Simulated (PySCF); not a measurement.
**SiP at ROHF**

Level: ROHF. PySCF, no relativity, basis sets Si cc-pV(D+d)Z, P cc-pV(D+d)Z.

- state: ²Π (doublet), unpaired electrons π ↑
- bond length: 2.048 Å
- harmonic wavenumber: 695 cm⁻¹
- force constant: 4.18 mdyn/Å
- rotational constant Be: 0.2733 cm⁻¹
- anharmonicity ωexe: 2.11 cm⁻¹
- vibration–rotation constant αe: 0.00119 cm⁻¹
- well depth De to Si + P: 131 kJ/mol
- dissociation energy D0: 126 kJ/mol
- bond order (Mayer): 2.24
- dipole moment (positive dipole means Si(−)P(+)): -1.22 D

UHF is strongly spin-contaminated for SiP, so the ROHF reference used there is far from stable. Hartree–Fock leaves out correlation, which carries a large part of most bond energies and some tenths to 1 eV of ionisation energies. The state was picked by a PBE0 search and need not be the measured ground state.
